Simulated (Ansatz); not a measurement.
Phonon frequency of some cubic carbides

Method: PBE-D3(BJ) (plane waves, PAW; Ansatz, an electronic-structure program). References are measured values at room or unstated temperature, uncorrected unless marked, so that the deviations hold thermal and zero-point effects besides the level's error. The table is a random draw of 8 from 15 values with such references.

Values in cm⁻¹.

| solid | reference | PBE-D3(BJ) | deviation (%) |
|---|---|---|---|
| rock-salt NbC (L LA) | 200 | 175 | -12.5 |
| 3C-SiC (X LO) | 829 | 824 | -0.6 |
| 3C-SiC (X TA) | 373 | 361 | -3.2 |
| rock-salt NbC (X TA) | 212 | 207 | -2.4 |
| rock-salt NbC (X LO) | 594 | 597 | +0.5 |
| 3C-SiC (L TO) | 766 | 769 | +0.4 |
| 3C-SiC (X LA) | 640 | 634 | -0.9 |
| 3C-SiC (L LA) | 610 | 613 | +0.5 |

Over these 8 values the mean deviation is -2.3 %, the mean absolute deviation 2.6 % (median 0.8 %), and the worst case rock-salt NbC (L LA) at -12.5 %; the value is below the reference in 5 of 8 cases. Over all 15, from unrounded values, the mean deviation is -2.0 % and the mean absolute deviation 2.8 % (median 1.0 %). Caveats on values not shown: the dispersion coefficients are held fixed in the derivatives (7).

Differences are worked out from the printed values.

Each level is taken at its own relaxed cell. Caveats: the dispersion coefficients are held fixed in the derivatives (rock-salt NbC, 3C-SiC). Ansatz's density-functional and Hartree–Fock values are scalar-relativistic unless marked +SOC, with PAW data made under PBE.

Ansatz's runs of these crystals have no spin polarisation.

Of the class's solids with a reference value and a result at some level, none was set aside. Solids without a released value at any level aren't counted. Layered and molecular crystals are counted apart.

References as tabulated in Wang et al. (1996), arXiv:mtrl-th/9510002; Savrasov (1996), arXiv:cond-mat/9604125.
